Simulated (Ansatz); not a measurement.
# Structure relaxation of GaO3

Level of theory: DFT PBE, scalar-relativistic, plane waves, PAW (Ansatz). Cutoff 420 eV, Γ-centred k mesh, Gaussian smearing, no spin polarisation in the final step.

The start puts GaO3 on the TiAl3 (D0_22) structure type (I4/mmm, No. 139), with Ga in place of Ti, O in place of Al, at a guessed volume.

```yaml
crystal:
  lattice:
    - [-1.65338, 1.65338, 3.69327]
    - [1.65338, -1.65338, 3.69327]
    - [1.65338, 1.65338, -3.69327]
  atoms:
    - { symbol: Ga, position: [0.00000, 0.00000, 0.00000] }
    - { symbol: O, position: [0.50000, 0.50000, 0.00000] }
    - { symbol: O, position: [0.25000, 0.75000, 0.50000] }
    - { symbol: O, position: [0.75000, 0.25000, 0.50000] }
```

Cell and atoms relax at zero pressure; the relaxation can't lower the symmetry of the start. After a coarse first stage the cell is made exact in the group found at 0.06 Å.

Formation energies are uncorrected and refer to the elements' standard structures at the same level (O₂ as a molecule).

Q: Describe the relaxed structure.

A: It keeps I4/mmm (No. 139), but not the shape of the type it started on. Conventional cell: a = 2.792 Å, c = 9.414 Å. Ga is coordinated by 4 O at 1.97 Å; around O on Wyckoff site b (1 atom of the primitive cell) lie 4 Ga at 1.97 Å; around O on Wyckoff site d (2 atoms of the primitive cell) lie 4 O at 1.97 Å.

```cif
data_structure
_symmetry_space_group_name_H-M 'I4/mmm'
_symmetry_Int_Tables_number 139
_cell_length_a 2.7919
_cell_length_b 2.7919
_cell_length_c 9.4143
_cell_angle_alpha 90.000
_cell_angle_beta 90.000
_cell_angle_gamma 90.000
_cell_volume 73.38
loop_
_atom_site_label
_atom_site_type_symbol
_atom_site_symmetry_multiplicity
_atom_site_Wyckoff_symbol
_atom_site_fract_x
_atom_site_fract_y
_atom_site_fract_z
_atom_site_occupancy
Ga1 Ga 2 a 0.00000 0.00000 0.00000 1
O1 O 2 b 0.50000 0.50000 0.00000 1
O2 O 4 d 0.50000 0.00000 0.25000 1
```

Q: What are its volume, energy, density and gap?

A: The volume per atom is 9.2 Å³, the density is 5.3 g/cm³ and the energy over the elements is 0.12 eV/atom. The gap on the 22×22×22 mesh is 0 eV (a metal).

The final run used a 22×22×22 mesh on its 4-atom cell and 0.10 eV smearing. The k mesh leaves about 4 meV/atom of noise in metals. No dispersion correction is applied, so the spacing between layers, chains or molecules is poorly fixed, and with it the volume and density. A structure relaxed within its symmetry needn't be a true minimum.

Cost: 3 runs of about 3.7 core-minutes in all, on Intel Xeon Platinum 8488C (Sapphire Rapids) (shared hosts).